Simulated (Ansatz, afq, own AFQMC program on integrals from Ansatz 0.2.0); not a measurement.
Where AFQMC and coupled cluster stand for BSiH5, singlet

```xyz
7

B    -2.1156    0.0401    0.0000
H    -2.7123    1.0737    0.0000
H    -2.7123   -0.9935    0.0000
H    -0.8056    0.0401    0.0000
Si    0.9274    0.0401    0.0000
H     1.5396   -0.8342    1.0900
H     1.5396   -0.8342   -1.0900
```

Basis cc-pVDZ. Noble-gas cores (and the filled d shells of Ga–Kr and In–Xe) are frozen. Ansatz 0.2.0 and our own AFQMC program on the same integrals; the CISD trial comes from CCSD amplitudes, and released means the phaseless constraint is let go. Error bars are statistical, one sigma.

Determinant: UHF, the one that the program's search chose, which needn't be the lowest solution. The geometry is a point of a scan.

No full CI on the walks' own integrals is used here; CCSDT(Q) serves as the reference and is uncertain by about the last step of the cluster series.

Cautions: an unrestricted solution with more broken spin lies lower (16 meV, ⟨S²⟩ 0.19), while this determinant keeps restricted orbitals.

The T1 diagnostic is 0.0147 and the weight of the determinant in the CISD state is 0.861. The ⟨S²⟩ of the determinant is 0.000. The size of the correlated space is 12 electrons in 51 orbitals.

Reference: CCSDT(Q), correlation energy -6.783 eV. The released energy is read at 2.40 1/Eh (meV from the phaseless value at times in 1/Eh: -6 ± 4 at 0.24, -6 ± 3 at 0.51, -9.1 ± 2.4 at 0.99, -8 ± 3 at 1.62, -10 ± 4 at 2.40).

| level | E − E(reference) (kJ/mol) | share of correlation (%) |
| --- | --- | --- |
| HF | 654.5 | 0.00 |
| MP2 | 149.7 | 77.13 |
| CCSD | 18.6 | 97.16 |
| CCSD(T) | 3.9 | 99.41 |
| CCSDT | 0.7 | 99.90 |
| ph-AFQMC/HF | -2.7 ± 1.9 | 100.41 |
| ph-AFQMC/CISD | 0.8 ± 0.3 | 99.87 |
| released AFQMC | -0.2 ± 0.4 | 100.03 |

A walk keeps the symmetry of its determinant, which the program's search chose and which needn't be the lowest solution, so a lower state of the same spin and another symmetry isn't excluded. Released energies are given only where the last usable release times agree within the noise; a slower fall can still hide under it.
